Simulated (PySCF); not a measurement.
HO2, charge +2, doublet, at a GFN2-xTB geometry of the parent state (a state made from the parent by changing its charge; the spin is typed, not shown lowest); SVWN5/def2-SVP (PySCF).

Input for PySCF:
```python
from pyscf import gto, scf, dft

mol = gto.M(
    atom='''
O     0.067350    0.705452   -0.040791
O     0.028328   -0.596001   -0.020358
H    -0.765423   -0.875604    0.489191
''',
    basis='def2-svp',
    charge=2,
    spin=1,
    verbose=4,
)

mf = dft.UKS(mol)
mf.xc = 'lda,vwn'
mf.kernel()
mf.analyze()
```

Output, abridged:

```
PySCF version 2.14.0

[INPUT] verbose = 4
[INPUT] num. atoms = 3
[INPUT] num. electrons = 15
[INPUT] charge = 2
[INPUT] spin (= nelec alpha-beta = 2S) = 1
[INPUT] symmetry False subgroup None
[INPUT] Mole.unit = angstrom
[INPUT] Symbol           X                Y                Z      unit          X                Y                Z       unit  Magmom
[INPUT]  1 O      0.067350000000   0.705452000000  -0.040791000000 AA    0.127273054489   1.333111074027  -0.077083818347 Bohr   0.0
[INPUT]  2 O      0.028328000000  -0.596001000000  -0.020358000000 AA    0.053532161657  -1.126278659967  -0.038471044444 Bohr   0.0
[INPUT]  3 H     -0.765423000000  -0.875604000000   0.489191000000 AA   -1.446439839443  -1.654651753574   0.924437012602 Bohr   0.0

nuclear repulsion = 32.5822273001125
number of shells = 15
number of NR pGTOs = 55
number of NR cGTOs = 33
basis = def2-svp
ecp = {}

******** <class 'pyscf.dft.uks.UKS'> ********
method = UKS
initial guess = minao
damping factor = 0
level_shift factor = 0
DIIS = <class 'pyscf.scf.diis.CDIIS'>
diis_start_cycle = 1
diis_space = 8
diis_damp = 0
SCF conv_tol = 1e-09
SCF conv_tol_grad = None
SCF max_cycles = 50
direct_scf = True
direct_scf_tol = 1e-13
number electrons alpha = 8  beta = 7
XC library pyscf.dft.libxc version 7.1.2
    S. Lehtola, C. Steigemann, M. J. T. Oliveira, and M. A. L. Marques,  SoftwareX 7, 1–5 (2018)
XC functionals = lda,vwn
    P. A. M. Dirac,  Math. Proc. Cambridge Philos. Soc. 26, 376 (1930)
    F. Bloch,  Z. Phys. 57, 545 (1929)
    S. H. Vosko, L. Wilk, and M. Nusair,  Can. J. Phys. 58, 1200 (1980)
radial grids:
    Treutler-Ahlrichs [JCP 102, 346 (1995); DOI:10.1063/1.469408] (M4) radial grids

becke partition: Becke, JCP 88, 2547 (1988); DOI:10.1063/1.454033
pruning grids: <function nwchem_prune>
grids dens level: 3
symmetrized grids: False
atomic radii adjust function: <function treutler_atomic_radii_adjust>
small_rho_cutoff = 0
Set gradient conv threshold to 3.16228e-05
tot grids = 37976
init E= -149.892626763072

cycle= 1 E= -148.272414660597  delta_E= 1.62  |g|= 0.567  |ddm|= 1.37
cycle= 2 E= -147.676889584465  delta_E= 0.596  |g|= 1.41  |ddm|= 0.999
cycle= 3 E= -147.834701144111  delta_E= -0.158  |g|= 1.21  |ddm|= 1.17
cycle= 4 E= -148.40387946739  delta_E= -0.569  |g|= 0.0674  |ddm|= 0.633
cycle= 5 E= -148.405512480614  delta_E= -0.00163  |g|= 0.0257  |ddm|= 0.0381
cycle= 6 E= -148.405839041104  delta_E= -0.000327  |g|= 0.0085  |ddm|= 0.0201
cycle= 7 E= -148.40593969586  delta_E= -0.000101  |g|= 0.00208  |ddm|= 0.0194
cycle= 8 E= -148.405967388158  delta_E= -2.77e-05  |g|= 0.00283  |ddm|= 0.0164
cycle= 9 E= -148.405971956991  delta_E= -4.57e-06  |g|= 0.000878  |ddm|= 0.00501
cycle= 10 E= -148.405972269684  delta_E= -3.13e-07  |g|= 0.000125  |ddm|= 0.000804
cycle= 11 E= -148.405972275729  delta_E= -6.05e-09  |g|= 2.13e-05  |ddm|= 0.000119
cycle= 12 E= -148.40597227591  delta_E= -1.81e-10  |g|= 6e-06  |ddm|= 1.69e-05
Extra cycle  E= -148.405972275259  delta_E= 6.51e-10  |g|= 4.31e-05  |ddm|= 2.3e-05
converged SCF energy = -148.405972275259  <S^2> = 0.77889719  2S+1 = 2.0286914
**** SCF Summaries ****
Total Energy =                        -148.405972275258989
Nuclear Repulsion Energy =              32.582227300112535
One-electron Energy =                 -256.289380775844563
Two-electron Energy =                   75.301181200473039
Two-electron Coulomb Energy =           90.672669787181505
DFT Exchange-Correlation Energy =      -15.371488586708471
**** MO energy ****
                             alpha | beta                alpha | beta
MO #1   energy= -19.7370214429225  | -19.70623592399    occ= 1 | 1
MO #2   energy= -19.684981450971   | -19.6839101815527  occ= 1 | 1
MO #3   energy= -2.02032486095197  | -1.996908391662    occ= 1 | 1
MO #4   energy= -1.64548011502417  | -1.61616734966299  occ= 1 | 1
MO #5   energy= -1.39156411890904  | -1.35886259198119  occ= 1 | 1
MO #6   energy= -1.31556393638982  | -1.29565002829474  occ= 1 | 1
MO #7   energy= -1.31314349100502  | -1.2771801320881   occ= 1 | 1
MO #8   energy= -1.16647657058458  | -1.09539956397691  occ= 1 | 0
MO #9   energy= -1.12012104615112  | -1.08724845075824  occ= 0 | 0
MO #10  energy= -0.836919330485784 | -0.810183786919917 occ= 0 | 0
MO #11  energy= -0.603229226694545 | -0.595906231538792 occ= 0 | 0
MO #12  energy= -0.163409511110949 | -0.150160251192321 occ= 0 | 0
MO #13  energy= -0.0021217697347522 | 0.00553840328170185 occ= 0 | 0
MO #14  energy= 0.00437129123947426 | 0.0189631467222946 occ= 0 | 0
MO #15  energy= 0.00699310382937424 | 0.0400658958208213 occ= 0 | 0
MO #16  energy= 0.116227180045481  | 0.133775335623566  occ= 0 | 0

To work with the spin densities directly, `use mulliken_meta_spin()` only printing them here.

 ** Mulliken spin pop alpha/beta on meta-lowdin orthogonal AOs **
 ** Mulliken Spin Density (per AO)  **
spin_pop of  0 O 1s       -0.00001
spin_pop of  0 O 2s        0.00242
spin_pop of  0 O 3s        0.00068
spin_pop of  0 O 2px       0.57665
spin_pop of  0 O 2py       0.03358
spin_pop of  0 O 2pz       0.33307
spin_pop of  0 O 3px       0.00796
spin_pop of  0 O 3py       0.00203
spin_pop of  0 O 3pz       0.00528
spin_pop of  0 O 3dxy      0.00034
spin_pop of  0 O 3dyz      0.00024
spin_pop of  0 O 3dz^2     0.00002
spin_pop of  0 O 3dxz     -0.00004
spin_pop of  0 O 3dx2-y2    0.00010
spin_pop of  1 O 1s        0.00000
spin_pop of  1 O 2s        0.02176
spin_pop of  1 O 3s        0.00035
spin_pop of  1 O 2px       0.07132
spin_pop of  1 O 2py      -0.01467
spin_pop of  1 O 2pz      -0.06576
spin_pop of  1 O 3px       0.00095
spin_pop of  1 O 3py       0.00009
spin_pop of  1 O 3pz      -0.00027
spin_pop of  1 O 3dxy     -0.00012
spin_pop of  1 O 3dyz     -0.00013
spin_pop of  1 O 3dz^2    -0.00007
spin_pop of  1 O 3dxz      0.00041
spin_pop of  1 O 3dx2-y2   -0.00009
spin_pop of  2 H 1s        0.02149
spin_pop of  2 H 2s        0.00221
spin_pop of  2 H 2px       0.00011
spin_pop of  2 H 2py       0.00004
spin_pop of  2 H 2pz       0.00004
 ** Mulliken Spin Density (per atom)  **
spin density of  0 O =      0.96234
spin density of  1 O =      0.01378
spin density of  2 H =      0.02389
 ** Mulliken pop alpha/beta on meta-lowdin orthogonal AOs **
 ** Mulliken pop       alpha | beta **
pop of  0 O 1s        0.99995 | 0.99995
pop of  0 O 2s        0.93982 | 0.93740
pop of  0 O 3s        0.00358 | 0.00290
pop of  0 O 2px       0.85385 | 0.27720
pop of  0 O 2py       0.54721 | 0.51362
pop of  0 O 2pz       0.67100 | 0.33793
pop of  0 O 3px       0.01147 | 0.00351
pop of  0 O 3py       0.01296 | 0.01093
pop of  0 O 3pz       0.00967 | 0.00438
pop of  0 O 3dxy      0.00122 | 0.00087
pop of  0 O 3dyz      0.00124 | 0.00100
pop of  0 O 3dz^2     0.00071 | 0.00069
pop of  0 O 3dxz      0.00001 | 0.00006
pop of  0 O 3dx2-y2    0.00214 | 0.00203
pop of  1 O 1s        0.99994 | 0.99994
pop of  1 O 2s        0.84686 | 0.82509
pop of  1 O 3s        0.00243 | 0.00208
pop of  1 O 2px       0.73647 | 0.66515
pop of  1 O 2py       0.53598 | 0.55065
pop of  1 O 2pz       0.56457 | 0.63033
pop of  1 O 3px       0.00707 | 0.00612
pop of  1 O 3py       0.01086 | 0.01077
pop of  1 O 3pz       0.00563 | 0.00590
pop of  1 O 3dxy      0.00094 | 0.00105
pop of  1 O 3dyz      0.00089 | 0.00102
pop of  1 O 3dz^2     0.00063 | 0.00070
pop of  1 O 3dxz      0.00174 | 0.00134
pop of  1 O 3dx2-y2    0.00227 | 0.00236
pop of  2 H 1s        0.21545 | 0.19396
pop of  2 H 2s        0.01171 | 0.00950
pop of  2 H 2px       0.00075 | 0.00063
pop of  2 H 2py       0.00068 | 0.00064
pop of  2 H 2pz       0.00033 | 0.00029
In total             8.00000 | 7.00000
 ** Mulliken atomic charges   ( Nelec_alpha | Nelec_beta ) **
charge of  0O =      0.85270  (     4.05482      3.09248 )
charge of  1O =      0.58124  (     3.71627      3.70249 )
charge of  2H =      0.56606  (     0.22891      0.20503 )

WARN: System has nonzero charge 2; the dipole moment is origin-dependent.
Location of origin: [0. 0. 0.]

Dipole moment(X, Y, Z, Debye): -1.81092, -1.16388,  1.16063
```
